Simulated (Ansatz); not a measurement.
System: rock-salt BaTe. Method: PBE-D3(BJ) (Ansatz, a first-principles code, plane waves, PAW).

Numerical settings: plane-wave cutoff 520 eV, 8×8×8 k mesh, Fermi–Dirac smearing 0.01 eV, scalar-relativistic PAW data made under PBE.

Energies at three volumes about the minimum:

| V (Å³/atom) | E − E_lowest (meV/atom) |
|---|---|
| 41.449 | 1.72 |
| 42.294 | 0.00 |
| 43.140 | 1.59 |

Fit a parabola by hand: where is the minimum, what lattice constant follows, and what is the bulk modulus?

Slopes: (0.00 − 1.72)/(42.294 − 41.449) = -2.036 and (1.59 − 0.00)/(43.140 − 42.294) = 1.879 meV/Å³. Curvature E″ = 2 × (1.879 − (-2.036))/(43.140 − 41.449) = 4.630 meV/Å⁶. From the middle of the first interval, the slope vanishes at V0 = 41.8715 − (-2.036)/4.630 = 42.311 Å³/atom. B = V0 E″ = 42.311 × 4.630 meV/Å³ × 0.1602 GPa per meV/Å³ = 31.4 GPa. With 8 atoms in the cube, a = (8 × 42.311)^(1/3) = 6.969 Å. The full Birch–Murnaghan fit to all volumes gives V0 = 42.296 Å³/atom and B0 = 31.4 GPa.

Measured, for comparison: lattice constant a 7.007 Å (room temperature, not corrected to a static lattice; as tabulated in Lucero et al. (2012), arXiv:1111.4515).
